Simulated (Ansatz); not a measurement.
hcp Mg

All values below come from PBE-D3(BJ) (Ansatz, a quantum-chemistry and plane-wave program, plane waves, PAW).

Settings: plane-wave cutoff 520 eV, 18×18×12 k mesh (along the axes of the cell as run), Fermi–Dirac smearing 0.05 eV, scalar-relativistic PAW data made under PBE.

Cell (relaxed at this level):

```yaml
crystal:
  lattice:
    - [1.56946, -2.71839, 0.00000]
    - [1.56946, 2.71839, 0.00000]
    - [0.00000, 0.00000, 5.09016]
  atoms:
    - { symbol: Mg, position: [0.33333, 0.66667, 0.25000] }
    - { symbol: Mg, position: [0.66667, 0.33333, 0.75000] }
```

For hcp Mg, the bulk modulus B0 comes out as 39.9 GPa. The band gap is zero (no gap) and the pressure derivative B′ of the bulk modulus is 4.0.

Measured, for comparison: bulk modulus 38.6 GPa (copied from a table, unchecked, extrapolated to 0 K and zero-point effects removed; as tabulated in Lejaeghere et al. (2013), arXiv:1204.2733). Computed (rounded) less measured: bulk modulus not scored (unchecked).

Note: the bulk modulus comes from volumes at which shape and atoms were relaxed.

Computed values are for the static lattice.

The result took very roughly 3.0 core-minutes.
